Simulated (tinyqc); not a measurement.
Worked calculation: extended Hueckel theory, for SiH2-. The parameters take no account of the charge, which enters only through the electron count, and nothing here shows that the anion is bound. One step of it, computed by the program tinyqc.

Problem. Mulliken analysis. P = C n C^T; charge = valence electrons (H 1, Si 4) minus the sum of (P S)_ii on the atom; overlap population = 2 sum P_ij S_ij between two atoms.

coefficients:
```
               MO1        MO2        MO3       MO4        MO5        MO6
1Si 3s    0.658553   0.000000  -0.434577  0.000000   0.000000   1.079747
1Si 3px   0.000000   0.000000   0.000000  1.000000   0.000000   0.000000
1Si 3py   0.000000   0.401834   0.000000  0.000000   1.248989   0.000000
1Si 3pz  -0.003680   0.000000   0.820868  0.000000   0.000000   0.847002
2H 1s     0.312673   0.504424   0.202029  0.000000  -0.812864  -0.943412
3H 1s     0.312673  -0.504424   0.202029  0.000000   0.812864  -0.943412
```

occupations: 2.000000  2.000000  2.000000  1.000000  0.000000  0.000000

overlap S:
```
           1Si 3s   1Si 3px    1Si 3py   1Si 3pz     2H 1s      3H 1s
1Si 3s   1.000000  0.000000   0.000000  0.000000  0.437743   0.437743
1Si 3px  0.000000  1.000000   0.000000  0.000000  0.000000   0.000000
1Si 3py  0.000000  0.000000   1.000000  0.000000  0.443930  -0.443930
1Si 3pz  0.000000  0.000000   0.000000  1.000000  0.308370   0.308370
2H 1s    0.437743  0.000000   0.443930  0.308370  1.000000   0.059518
3H 1s    0.437743  0.000000  -0.443930  0.308370  0.059518   1.000000
```

Give: charges; Overlap populations.

Solution.

charges: 1Si -0.6856, 2H -0.1572, 3H -0.1572

Overlap populations:
```
pair      value
2-1    0.769886
3-1    0.769886
3-2   -0.027584
```
